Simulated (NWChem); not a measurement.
**Correlation energy of nitric oxide (NO)**

```xyz
2

N      0.0000     0.0000     0.6093
O      0.0000     0.0000    -0.5331
```
Charge 0, spin multiplicity 2.

All runs are NWChem calculations. The geometry was optimised at UPBE0/def2-SVP, a minimum by its harmonic frequencies.

Basis set: cc-pVDZ. Each correlation energy counts from its own Hartree-Fock reference.

The correlated methods keep 2 core orbitals frozen. The unpaired electrons of the parent sit in orbitals of symmetry b2 (C2v labels of the run); other states weren't searched. No SCF solution was tested for a lower state. Open-shell Hartree-Fock references start from PBE0 orbitals. Coupled-cluster values serve here as a point of comparison, not as the truth.

| method | correlation energy (mHa) |
|---|---|
| CCSDT on ROHF | -343.1 |
| CCSD[T] on ROHF | -344.5 |
| CCSD on ROHF | -331.3 |
| SCS-UMP2 | -304.3 |
| UMP2 | -316.1 |
| URI-MP2 | -316.2 |
| CCSD[T] on UHF | ? |
| CCSD on UHF | -325.1 |
| CCSD(T) on UHF | ? |
| CCSD(T) on ROHF | -343.0 |

### Question
Fill in the missing entries.

### Answer

- CCSD[T] on UHF, correlation energy (mHa): -337.5
- CCSD(T) on UHF, correlation energy (mHa): -336.0
